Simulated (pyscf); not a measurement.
PySCF, gas phase, ωB97X-D3(BJ)/def2-SVP geometries. Correlated levels are frozen-core, on RHF or UHF. ΔMP2 is the change of the MP2 total energy from the triple- to the quadruple-zeta basis.

Q: What are the homolytic bond dissociation enthalpies (298 K) of H₃C–SiH(Cl)–Cl at CCSD(T)/def2-TZVPP + ΔMP2(QZVPP), weakest first?

A: C–Si to CH₃• + Cl–SiH•–Cl: 4.02 eV; H–Si to H₃C–Si•(Cl)–Cl + H•: 4.04 eV; C–H to •H₂C–SiH(Cl)–Cl + H•: 4.43 eV; Cl–Si to H₃C–SiH•–Cl + Cl•: 4.89 eV. Ring and multiple bonds, and those that leave no two simple radicals, are not listed. •H₂C–SiH(Cl)–Cl lies 0.52 eV over its isomer H₃C–Si•(Cl)–Cl, and others may lie lower still (electronic energy, ωB97M-D3(BJ)). Other isomers of H₃C–SiH•–Cl, H₃C–Si•(Cl)–Cl were not searched in full and may lie lower. The CCSD(T) − MP2 part came from Ansatz, without density fitting, on the same reference. Left out: the spin-orbit lowering of Cl.
